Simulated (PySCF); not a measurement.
Molecule: SMILES CCCCC, C$_{5}$H$_{12}$.

Geometry:
| atom | x (Å) | y (Å) | z (Å) |
| --- | --- | --- | --- |
| C1 | -2.545 | -0.270 | 0.309 |
| C2 | -1.239 | 0.429 | 0.650 |
| C3 | -0.016 | -0.236 | 0.034 |
| C4 | 1.298 | 0.457 | 0.370 |
| C5 | 2.513 | -0.214 | -0.250 |
| H6 | -3.409 | 0.233 | 0.768 |
| H7 | -2.713 | -0.293 | -0.780 |
| H8 | -2.543 | -1.315 | 0.661 |
| H9 | -1.284 | 1.482 | 0.318 |
| H10 | -1.115 | 0.468 | 1.747 |
| H11 | 0.032 | -1.290 | 0.364 |
| H12 | -0.136 | -0.275 | -1.065 |
| H13 | 1.246 | 1.510 | 0.039 |
| H14 | 1.415 | 0.497 | 1.468 |
| H15 | 2.440 | -0.236 | -1.349 |
| H16 | 3.445 | 0.310 | 0.011 |
| H17 | 2.611 | -1.257 | 0.092 |

Geometry PBE0-D3(BJ)/def2-SVP throughout; GIAO in PySCF, gas phase, one conformer, non-relativistic; equivalent atoms averaged; basis pcSseg-1.

Q: How do the absolute shieldings σ depend on the functional? (ppm; last column core-seconds on shared hosts with different chips, so compare them loosely)

A: 
| functional | kind | C3 | C2/C4 | C1/C5 | H6/H7/H8/H15/H16/H17 | H9/H10/H13/H14 | H11/H12 | core-s |
| --- | --- | --- | --- | --- | --- | --- | --- | --- |
| HF | Hartree–Fock | 156.8 | 166.5 | 174.3 | 30.65 | 30.65 | 30.83 | 5 |
| LDA | LDA | 139.0 | 152.5 | 165.1 | 29.83 | 29.54 | 29.72 | 13 |
| PBE | GGA | 139.2 | 150.8 | 162.9 | 30.19 | 29.93 | 30.11 | 17 |
| BLYP | GGA | 132.7 | 144.5 | 157.3 | 30.32 | 30.07 | 30.25 | 17 |
| BP86 | GGA | 139.3 | 150.8 | 162.5 | 30.25 | 30.01 | 30.18 | 17 |
| OPBE | GGA | 147.8 | 157.5 | 168.1 | 30.25 | 30.00 | 30.18 | 17 |
| KT2 | GGA | 143.1 | 154.3 | 166.1 | 30.16 | 29.92 | 30.12 | 18 |
| KT3 | GGA | 142.8 | 152.9 | 164.6 | 30.31 | 30.07 | 30.25 | 17 |
| B97-D | GGA | 139.1 | 149.7 | 161.3 | 30.37 | 30.14 | 30.31 | 17 |
| B3LYP | global hybrid | 138.9 | 150.3 | 161.8 | 30.36 | 30.16 | 30.33 | 12 |
| PBE0 | global hybrid | 146.2 | 157.2 | 167.7 | 30.27 | 30.09 | 30.26 | 26 |
| mPW1PW91 | global hybrid | 145.7 | 156.4 | 166.7 | 30.32 | 30.15 | 30.32 | 13 |
| WP04 | global hybrid | 134.6 | 143.6 | 154.2 | 30.61 | 30.45 | 30.58 | 14 |
| B97-2 | global hybrid | 145.8 | 156.2 | 166.5 | 30.37 | 30.19 | 30.36 | 13 |
| BHandHLYP | global hybrid | 146.2 | 157.0 | 167.1 | 30.42 | 30.31 | 30.47 | 14 |
| CAM-B3LYP | range-separated hybrid | 143.5 | 155.0 | 165.8 | 30.31 | 30.15 | 30.31 | 16 |
| wB97X-D | range-separated hybrid | 147.3 | 158.0 | 167.8 | 30.38 | 30.25 | 30.40 | 16 |
| LC-wPBE | range-separated hybrid | 153.7 | 164.1 | 172.9 | 30.36 | 30.24 | 30.38 | 23 |

Q: Which nucleus moves most, in ppm?

A: C3 (sp3 CH2): from 132.7 ppm with BLYP to 156.8 ppm with HF. The smallest spread is 0.82 ppm, at H6/H7/H8/H15/H16/H17. Proton shifts span only some 12 ppm, so a few tenths of a ppm matter as much there as several ppm in carbon.
